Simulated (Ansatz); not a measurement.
# Gallium, alpha-Ga (Cmce): convergence with Fermi-Dirac smearing

Computed with Ansatz, PBE, scalar-relativistic PAW, on the relaxed cell (a = 4.622 Å, b = 7.746 Å, c = 4.546 Å; spin not included). Errors count from a run at 420 eV on a Γ-centred 11×11×9 mesh with Fermi-Dirac smearing of 0.1 eV, extrapolated to zero width. Fixed here: cutoff 420 eV, mesh 8×8×7. The SCF starts from atomic densities corrected by a trained network.

```
width (eV)  E(σ→0) error (meV/atom)  F error (meV/atom)  P (GPa)  SCF iterations
      0.01                      1.2                 1.1     0.01               6
       0.1                      1.4                -2.8    -0.03               7
       0.2                      2.7               -16.2     0.11               7
       0.3                      6.4               -41.5     0.43               8
       0.6                     22.4              -201.0     2.06               8
       1.0                     36.4              -608.9     5.00               8
```

Problem. What does the run at 0.03 give (width)?

Solution. E(σ→0) error (meV/atom): 1.2; F error (meV/atom): 0.9; P (GPa): -0.01; SCF iterations: 7.
